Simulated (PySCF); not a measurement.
## Adding water to K+, molecule by molecule

Gas-phase clusters of one K+ with n water, each in one structure from a short search with a few starts, optimised by PBE0-D3(BJ)/def2-TZVPD; other arrangements may lie lower. Binding energies from relaxed separate molecules, wB97M-D3(BJ)/def2-TZVPD, counterpoise-corrected, in kcal/mol (PySCF). Shieldings by GIAO PBE0/pcSseg-2.

Frequency runs check all these structures; an imaginary mode is left, so that the point isn't a minimum, in n = 2 (121i cm⁻¹), n = 3 (133i cm⁻¹).

Task: How does binding build up with each further water?

Result: 
| n | binding energy | gain of the last molecule | shielding of K (ppm) |
| --- | --- | --- | --- |
| 1 | -17.2 | -17.2 | 1298.8 |
| 2 | -32.6 | -15.4 | 1273.4 |
| 3 | -46.2 | -13.6 | 1253.2 |

Each molecule adds less than the one before.
